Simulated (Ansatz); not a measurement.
in.yaml

```yaml
crystal:
  periodic: [false, false, false]
  atoms:
    - {symbol: N, position_ang: [0.000000, -0.143210, 1.718396]}
    - {symbol: O, position_ang: [0.000000, 0.058390, 0.398268]}
    - {symbol: Si, position_ang: [0.000000, 0.009037, -1.158961]}
    - {symbol: H, position_ang: [0.000000, 0.811436, 2.092278]}
basis:
  gaussian: {orbitals: cc-pVDZ}
total_charge: 1
magnetization: {spin_polarized: false, initial_magnetization: 1}
correlation: {method: bccd_t, electrons: outside_noble_gas}
```

```sh
$ ansatz run in.yaml --threads 1 --pin off --events-out ev --progress --plain --max-ram 2393MiB
```

The program prints:

```
496 factors; integrals over basis functions are off by at most 1.6e-3 eV
mean field evaluation 1: about -11381.2791 eV, gradient 4.9e1 eV
mean field evaluation 2: about -11381.3901 eV, gradient 4.8e1 eV
mean field evaluation 4: about -11386.3721 eV, gradient 1.0e1 eV
mean field evaluation 8: about -11387.0123 eV, gradient 6.8e-1 eV
mean field evaluation 16: about -11387.0360 eV, gradient 2.1e-6 eV
mean field evaluation 32: about -11384.3135 eV, gradient 7.0e-1 eV
mean field evaluation 64: about -11382.0385 eV, gradient 9.1e0 eV
mean field -11387.03599652 eV, -418.4658544618 hartree, gradient 2.1e-6 eV, S^2 0.750000; 1 other end points of the search recorded, 0 dependent functions left out
mean field evaluation 96: about -11383.9390 eV, gradient 2.9e1 eV
determinant -11387.03599652 eV, -418.4658544618 hartree, with singles and doubles -11398.15983245 eV, -418.8746478924 hartree
determinant -11384.31653191 eV, -418.3659159809 hartree, with singles and doubles -11395.59587179 eV, -418.7804240759 hartree
7 core orbitals not correlated: weight in the atoms' cores, before any rotation towards them, 1.000 or more for the frozen orbitals, at most 0.000 for the correlated occupied ones
reference -11387.03599652 eV, -418.4658544618 hartree; 8, 7 occupied and 36, 37 virtual orbitals, 496 factors
second order -10.26942035 eV of doubles, -0.08831069 eV of singles
cycle   1  -11.07383175 eV  change    5.0e-2 eV  update   2.1e-2
cycle   2  -11.08277308 eV  change   -8.9e-3 eV  update   7.5e-3
cycle   3  -11.08499526 eV  change   -2.2e-3 eV  update   2.9e-3
cycle   4  -11.08103724 eV  change    4.0e-3 eV  update   1.4e-3
cycle   5  -11.08119502 eV  change   -1.6e-4 eV  update   8.3e-4
cycle   6  -11.08154039 eV  change   -3.5e-4 eV  update   4.2e-4
cycle   7  -11.08149455 eV  change    4.6e-5 eV  update   1.7e-4
cycle   8  -11.08141840 eV  change    7.6e-5 eV  update   7.6e-5
cycle   9  -11.08141511 eV  change    3.3e-6 eV  update   3.1e-5
cycle  10  -11.08140962 eV  change    5.5e-6 eV  update   1.1e-5
perturbative correction -0.40807748 eV, -0.0149965709 hartree
Total energy: -11398.52548362 eV, -418.8880853250 hartree
```

For the same geometry and basis UCCSDT(Q) lies 65.7 meV lower.

Ran on 1 thread of Arm Neoverse V2, shared host: 2.9 s wall, 0.17 GiB peak host memory.
